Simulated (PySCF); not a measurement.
# C6H10: the cost of one run

Computed with PySCF 2.14.0 and routines of our own; the level stands in each step. Atoms count from 0.

### Step 1. The starting structure

16 atoms, charge 0, multiplicity 1; geometry from: GFN2-xTB.

### Step 2. Magnetic properties: GIAO PBE0/pcSseg-1

Job settings and geometry (Å):

```
{"job": {"kind": "mag", "xc": "PBE0", "basis": "pcSseg-1", "isotopologues": 2}, "charge": 0, "multiplicity": 1}
C      1.404528    -1.049588    -0.044562
C      0.896262     0.380472    -0.106979
C      0.578209     1.035647     1.213526
C     -0.701662     1.238710     0.924583
C     -0.614083     0.619027    -0.447469
C     -1.498129    -0.590747    -0.697896
H      2.428028    -1.060188     0.325598
H      1.391593    -1.505332    -1.031996
H      0.795491    -1.648622     0.626937
H      1.563772     0.975738    -0.737482
H      1.202536     1.253128     2.061669
H     -1.529276     1.686226     1.445318
H     -0.748661     1.340060    -1.259305
H     -1.205959    -1.096697    -1.615291
H     -2.534896    -0.273793    -0.795227
H     -1.435354    -1.295097     0.127165
```

With the program's defaults for keys left out, this is: GIAO PBE0/pcSseg-1 magnetisability, rotational g tensor and spin-rotation constants, non-relativistic, gas phase.

Started as:

```
> OMP_NUM_THREADS=1 python excited_run.py task.json out
```

The driver reads the jobs from task.json and runs them one after another.

**Question.** How long does this first job take on 1 thread of Arm Neoverse V2, shared host, and how much memory does it need?

About 14 s, with a peak of 0.74 GiB.
